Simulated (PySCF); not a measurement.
Löwdin shares of the frontier orbitals

Compound: C2H5ClO2S.
Cartesian coordinates in Å at the PBE0-D3(BJ)/def2-SVP level; atoms count from 1:
```xyz
11
C2H5ClO2S angstrom
C     -1.2755    0.2953   -0.3863
C     -0.2788   -0.3500    0.5463
S      1.4118   -0.2697   -0.0414
O      1.4604   -0.6864   -1.4265
O      2.2954   -0.8294    0.9569
Cl     1.7058    1.8152   -0.0092
H     -2.2856    0.1921    0.0354
H     -1.2553   -0.1841   -1.3744
H     -1.0620    1.3662   -0.5103
H     -0.4268   -1.4386    0.6452
H     -0.2515    0.0874    1.5545
```

Level of theory: PySCF 2.14.0, density-fitted response routines, TDDFT B3LYP/def2-SVPD, vertical, gas phase, core orbitals frozen in the response.

Kohn–Sham orbitals with the atoms that hold most of them (Löwdin shares over 4%, at most four atoms; ? is withheld):

```csv
orbital,ε (eV),atoms
HOMO-3,-9.66,"O4 42%, O5 34%, Cl6 8%, S3 7%"
HOMO-2,-9.52,"Cl6 76%, C2 7%, S3 7%, O5 5%"
HOMO-1,-9.30,?
HOMO,-8.93,?
LUMO,-2.33,"Cl6 41%, S3 28%, O4 12%, O5 11%"
LUMO+1,-0.11,"S3 24%, C1 13%, C2 12%, H11 11%"
LUMO+2,0.45,"S3 27%, H7 13%, H10 10%, O5 9%"
```

(1) Give the leading atoms of the HOMO.

(2) Give the leading atoms of the HOMO-1.

(3) How does S1 compare with the orbital gap of 6.59 eV?

(4) One configuration dominates each of S1 and S2. Which, and how do the shares of the two leading atoms of either orbital change from the occupied to the empty one?

## Answers

(1) Cl6 (bonded to S) 54%; O5 (bonded to S) 22%; O4 (bonded to S) 22%. By element: chlorine 54%, oxygen 44%.

(2) Cl6 (bonded to S) 27%; O5 (bonded to S) 25%; O4 (bonded to S) 21%; C2 (bonded to C, S and 2 H) 10%. By element: oxygen 46%, chlorine 27%, carbon 10% or more.

(3) S1 is at 5.31 eV (f = 0.0036), 1.28 eV below the gap, made of HOMO→LUMO (97%). 

(4) 
- S1 (5.31 eV, f 0.0036), HOMO→LUMO (97%): Cl6 54% → 41%, O5 22% → 11%, S3 at most 3% → 28%
- S2 (5.83 eV, f 0.0046), HOMO-2→LUMO (78%): Cl6 76% → 41%, C2 7% → at most 10%, S3 7% → 28%

Löwdin shares depend on the basis, the more so with diffuse functions.

One conformer stands for the species.
